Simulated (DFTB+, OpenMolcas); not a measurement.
How methods differ on OCS (carbonyl sulfide)

The species is OCS (3 atoms), meant as a singlet with charge 0. SMILES: `O=C=S`. The shape is that of a PBE0-D4/def2-TZVP optimisation.

```xyz
3

O     0.9220    0.6844    0.5821
C     0.0967    0.0718    0.0611
S    -1.0187   -0.7562   -0.6432
```

Quantity: the dipole moment, in D. The values are calculated.

**What was measured.** NIST CCCBDB gives the dipole moment of the gas as 0.71 D.

```tsv
level	kind	program	value (D)	computed − measured	CPU time
DFTB1	semi-empirical	DFTB+	1.82	+1.11	under 2 s
DFTB2	semi-empirical	DFTB+	0.75	+0.04	under 2 s
DFTB3-D3(BJ)	semi-empirical	DFTB+	0.70	-0.01	under 2 s
HF/def2-TZVP	Hartree–Fock	OpenMolcas	0.73	+0.02	12 s
SVWN5/def2-TZVP	LDA	OpenMolcas	0.76	+0.05	18 s
BLYP/def2-TZVP	GGA	OpenMolcas	0.72	+0.01	24 s
r2SCAN/def2-TZVP	meta-GGA	OpenMolcas	0.68	-0.03	28 s
PBE0/def2-TZVP	global hybrid	OpenMolcas	0.70	-0.01	24 s
```

Nearest: DFTB3-D3(BJ) (-0.01 D), BLYP/def2-TZVP (+0.01 D), PBE0/def2-TZVP (-0.01 D); farthest: DFTB1 (+1.11 D). The measured dipole is a vibrational average, so differences of a few hundredths of a debye mean little. Computed less measured by kind, in D (def2-TZVP rows): semi-empirical -0.01 to +1.11; Hartree–Fock +0.02; LDA +0.05; GGA +0.01; meta-GGA -0.03; global hybrid -0.01. Magnitudes only: a small dipole may point the other way at some levels. CPU times are rough (shared hosts, several kinds of processor): they show what a rung costs within a factor of a few.
